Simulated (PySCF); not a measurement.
**Working out the electron affinity of C**

C⁻ [He] 2s2 2p3 (4S) → C [He] 2s2 2p2 (3P). Computed with PySCF 2.14 in aug-cc-pVQZ with one added diffuse shell each of s, p, d, f, g type (7s6p5d4f3g, 105 functions), with no relativity, point nucleus. Frozen: 1s2. Energies in hartree (1 hartree = 27.21139 eV):

```json
{"part": "UHF", "C⁻ (lower)": "-37.709954", "C (upper)": "-37.693354"}
{"part": "MP2 opposite-spin", "C⁻ (lower)": "-0.070181", "C (upper)": "-0.059014"}
{"part": "MP2 same-spin", "C⁻ (lower)": "-0.033150", "C (upper)": "-0.013547"}
```

What does Hartree-Fock give?

(-37.693354) − (-37.709954) = 0.016600 hartree = 0.452 eV.

What do MP2 and SCS-MP2 (6/5 opposite-spin, 1/3 same-spin) give?

The opposite-spin parts differ by 0.304 eV and the same-spin parts by 0.533 eV. MP2: 0.452 + (0.304) + (0.533) = 1.289 eV. SCS-MP2: 0.452 + 1.2 × (0.304) + (0.533)/3 = 0.994 eV.

A first-order spin-orbit estimate adds -0.004 eV to MP2 (valence), giving 1.285 eV against 1.262 eV (measured; photodetachment measurements, as compiled on the Wikipedia data page of electron affinities).

What remains against the reference includes basis incompleteness, the frozen core and correlation beyond second order.
